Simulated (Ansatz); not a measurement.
A relaxed structure of AlP. Space group F-43m (No. 216), zinc blende type. These are PBE (plane waves to 420 eV, PAW, scalar-relativistic; Ansatz, a quantum-chemistry and plane-wave program) values and carry that method's errors.

Space group F-43m (No. 216); a = 5.508 Å, b = 5.508 Å, c = 5.508 Å, α = 90.00°, β = 90.00°, γ = 90.00°

```csv
atom,site,symmetry,x,y,z
P,4d,-43m,0.7500,0.7500,0.7500
Al,4a,-43m,0.0000,0.0000,0.0000
```
(The calculation used a cell of 2 atoms; values per cell refer to that cell.)

```json
{
  "volume_per_atom": "20.88 Å³",
  "band_gap": "1.63 eV, indirect (valence top at Γ, conduction bottom at X) (no spin-orbit coupling)",
  "smallest_direct_gap": "3.09 eV at Γ",
  "shortest_distances": "Al–P 2.38 Å",
  "k-mesh": "10×10×10"
}
```

No spin polarisation in the result.

Measured for AlP: a 5.451 Å (static lattice; corrected from measurement; as listed in Daniel Mejia-Rodriguez, S. B. Trickey, Phys. Rev. B (2018)); gap 2.54 eV (static lattice; corrected from measurement; as listed in Wei Chen et al., Physical Review Materials (2018)). Computed minus measured — a: PBE +1.0 %; gap: PBE -0.91 eV. The computed values are for a static lattice, and a measured gap can be an optical one, lowered by exciton binding.

The run could not lose the symmetry of its start; a randomly shaken copy of 2 atoms returns to this structure.

All atoms sit on sites fixed by symmetry, so only the cell could relax.
